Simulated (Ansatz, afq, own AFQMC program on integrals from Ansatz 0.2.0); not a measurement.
AFQMC on a folder of integrals that Ansatz 0.2.0 wrote.

```yaml
crystal:
  periodic: [false, false, false]
  atoms:
    - {symbol: Ge, position_ang: [0.000000, -0.068340, 1.314224]}
    - {symbol: Ge, position_ang: [0.000000, 0.068340, -1.314224]}
    - {symbol: H, position_ang: [0.000000, 1.446588, 1.766971]}
    - {symbol: H, position_ang: [0.000000, -1.446588, -1.766971]}
basis:
  gaussian: {orbitals: cc-pVDZ}
magnetization: {spin_polarized: true, initial_magnetization: 2}
correlation: {method: ccsd_t, electrons: outside_noble_gas, hamiltonian_folder: ham}
```

```sh
$ ansatz run in.yaml --threads 1 --pin off --events-out ev --progress --plain --max-ram 1382MiB
```

Options of the walk:

```
--method free --trial cisd --walkers 60 --time-step 0.03 --max-blocks 80 --target-error 0.00038 --factor-cut 1e-05 --seed 6396 --times 0,0.21,0.42,0.81,1.2,1.8,2.4,3 --taylor-order 8
```

Times are imaginary, in 1/Eh. The walk had a cap of 1086 s. Filled inner d shells are frozen with the cores.

Log:

```
orbitals 36  electrons 6 4  factors 288 of 742
reference energy -4151.76817486 Eh
CCSD correlation -0.18280289 Eh in 12 cycles, weight of the determinant in the CISD state 0.8494
repeat  energy at the last time / Eh  error
    10  -4151.960629  0.001108
    20  -4151.961024  0.000866
    30  -4151.960651  0.000655
    40  -4151.960274  0.000545
    50  -4151.960619  0.000511
    60  -4151.960503  0.000461
    70  -4151.960436  0.000423
    80  -4151.960449  0.000376
time / (1/Eh)  energy / Eh  error  mean overlap
  0.00  -4151.950886  0.000115  1.1760
  0.21  -4151.953508  0.000153  1.1755
  0.42  -4151.955532  0.000184  1.1680
  0.81  -4151.957405  0.000226  1.1658
  1.20  -4151.958454  0.000273  1.1679
  1.80  -4151.959005  0.000254  1.1831
  2.40  -4151.959458  0.000334  1.1917
  3.00  -4151.960449  0.000376  1.1723
energy -4151.960449 +/- 0.000376 Eh
```

The run failed at least one of its tests; the cautions name the faults.

Against this walk (error 10.2 meV) on the same determinant: CCSD(T) 61.1 meV higher, CCSDT(Q) 5.6 meV lower (within the noise). The error is statistical, and a free projection of finite length keeps a remainder of its start. The last points still move (meV from the last: 83 ± 6 at 0.81, 54 ± 7 at 1.20, 39 ± 7 at 1.80, 27 ± 9 at 2.40, 0 ± 10 at 3.00), but the last one has reached CCSDT(Q) within the noise or passed it, so little can be left to fall.

Cautions: remainder of the start not in the error; start not forgotten; no relativity below Rb; no spin-orbit coupling; inner d shell frozen; lower spins were not checked; unrestricted determinant slightly spin contaminated (⟨S²⟩ 2.05 against 2.00).

The walk took 4.1 min on 1 thread of Arm Neoverse V1, with other jobs on the host. The log's last line is the free-projection energy.

CCSDT and higher add their correlation energy to the determinant of the CCSD(T) run, since their own runs factorise the integrals more tightly (a shift of under 2 meV). A walk keeps the symmetry of its determinant, which the program's search chose and which needn't be the lowest solution, so a lower state of the same spin and another symmetry isn't excluded.
